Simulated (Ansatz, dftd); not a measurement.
Species: C₂H₄NO, charge 0, doublet. C2H4NO (SMILES O=C(N)[CH2], doublet).
B3LYP-D3(BJ)/def2-TZVP minimum from Ansatz (a program for electronic structure):
```xyz
8

O      0.2440     1.2982     0.2869
C      0.0056     0.1235     0.0276
N      1.0071    -0.7711    -0.2593
C     -1.3493    -0.3957    -0.0172
H      0.8326    -1.7569    -0.3335
H     -1.5726    -1.4257    -0.2615
H     -2.1561     0.2872     0.1984
H      1.9565    -0.4591    -0.1456
```
Charge 0, spin multiplicity 2.

Quantity: atomisation energy (electronic, to ground-state atoms), in kcal/mol. Radicals and triplets start from unrestricted determinants; spin-orbit coupling is neglected. Cores are frozen in correlated methods. Rows without X2C or -DK are non-relativistic. CBS(X,Y): correlation extrapolated as X^-3, Hartree-Fock from the larger set. A bracket is a step between two methods taken in the basis named. The functionals are non-relativistic, so their misses hold any scalar relativity. '+ core + X2C': CCSD(T) terms for core correlation (cc-pwCVTZ) and scalar relativity (cc-pVTZ-DK). For partners of very few electrons the exact lower level stands in for a higher one. The UHF reference of C2H4NO ([CH2]C(N)=O, doublet) is spin-contaminated (<S^2> up to 0.05 over the pure value in the sets run).

```
level                                                                            program  atomisation energy (kcal/mol)  difference against the last row
------------------------------------------------------------------------  --------------  -----------------------------  -------------------------------
HF/cc-pVDZ                                                                        Ansatz                          512.4                           -250.7
PBE/def2-TZVPD                                                                    Ansatz                          793.0                             29.9
PBE0-D3(BJ)/def2-TZVPD                                                    Ansatz + dftd3                          771.3                              8.2
r2SCANh-D4/def2-TZVPD                                                     Ansatz + dftd4                          761.7                             -1.4
MP2/cc-pVQZ                                                                       Ansatz                          767.4                              4.3
CCSD/cc-pVDZ                                                                      Ansatz                          682.1                            -81.0
CCSD/cc-pVQZ                                                                      Ansatz                          735.3                            -27.8
CCSDT(Q)/cc-pVDZ                                                                  Ansatz                          693.2                            -69.9
CCSD(T)/CBS(cc-pVTZ,cc-pVQZ) + [CCSDT(Q) - CCSD(T)]/cc-pVDZ + core + X2C          Ansatz                          763.1                              0.0
```
